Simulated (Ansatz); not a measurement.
## H$_{2}$C–GaH, triplet: stretch scan

Starting geometry (PBE0/def2-TZVP stationary point for this spin, not checked as a minimum):

```xyz
5

C     0.0000    0.0830    1.6257
Ga    0.0000   -0.0367   -0.3269
H     0.0000    1.0336    2.1585
H     0.0000   -0.7851    2.2796
H     0.0000    1.3026   -1.1958
```

From there Ga2, H5 move together along the line of the two atoms named below, all else staying in place; atoms are numbered as listed. Energies are in kJ/mol, counted from the starting geometry at the same level.

Basis cc-pVDZ; Ansatz 0.2.0. Only valence electrons are correlated (noble-gas cores and the filled d shells of p-block atoms frozen). Prefix R: restricted or restricted open-shell reference; prefix U: unrestricted. No spin–orbit coupling is included, and no scalar relativity.

Unrestricted rows (U) aren't spin-pure: their determinants' ⟨S²⟩ exceeds S(S+1) by up to 0.21, so they mix in states of higher spin.

Full CI isn't at hand for all of this; UCCSDT(Q) serves as the reference, and is uncertain by about the last step of the cluster series. The frozen core follows each run's orbitals, which can shift R against U totals by a few meV for light atoms and by up to 0.1 eV past Ca.

| distance C1-Ga2 (Å) | UCCSDT(Q) | error RHF | error UHF | error RCCSD | error RCCSDT | error UCCSDT | error RCCSDT(Q) |
| --- | --- | --- | --- | --- | --- | --- | --- |
| 1.572 | 237.0 | -9.6 | -7.1 | -1.5 | 0.0 | -0.1 | 0.1 |
| 1.793 | 35.1 | -5.1 | -3.7 | -0.9 | 0.0 | -0.1 | 0.0 |
| 1.956 | 0.0 | 0.0 | 0.0 | 0.0 | 0.0 | 0.0 | 0.0 |
| 2.122 | 9.2 | 6.8 | 4.2 | 1.1 | 0.0 | 0.1 | 0.0 |
| 2.414 | 67.7 | 22.4 | 8.1 | 3.7 | 0.2 | 0.3 | -0.2 |
| 2.655 | 121.9 | 39.9 | -1.1 | 5.7 | 0.2 | 0.3 | -0.3 |
| 3.097 | 184.1 | -14.7 | -29.1 | -1.8 | -0.7 | -0.1 | -0.5 |
| 3.578 | 199.6 | -35.0 | -37.2 | -6.2 | -1.1 | -0.4 | -0.7 |
| 4.361 | 202.1 | -40.2 | -38.9 | -7.1 | -1.1 | -0.5 | -0.7 |
| 5.301 | 202.9 | -41.2 | -39.8 | -7.3 | -1.1 | -0.5 | -0.7 |
| 6.495 | 203.2 | -41.5 | -40.0 | -7.3 | -1.1 | -0.5 | -0.7 |

Errors are those of relative energies. In total energy the starting point itself misses UCCSDT(Q) by: RHF 541.6, UHF 529.3, RCCSD 16.3, RCCSDT 1.4, UCCSDT 0.7, RCCSDT(Q) 0.7 kJ/mol.

Spread of the error over the points with a reference, to 6.495 Å (largest less smallest): UCCSDT 0.8, RCCSDT(Q) 0.8, RCCSDT 1.3, RCCSD 13.0, UHF 48.1, RHF 81.4 kJ/mol.

Going outwards, the relative energy of UHF first misses by more than 4.2 kJ/mol (1 kcal/mol) at 2.122 Å.
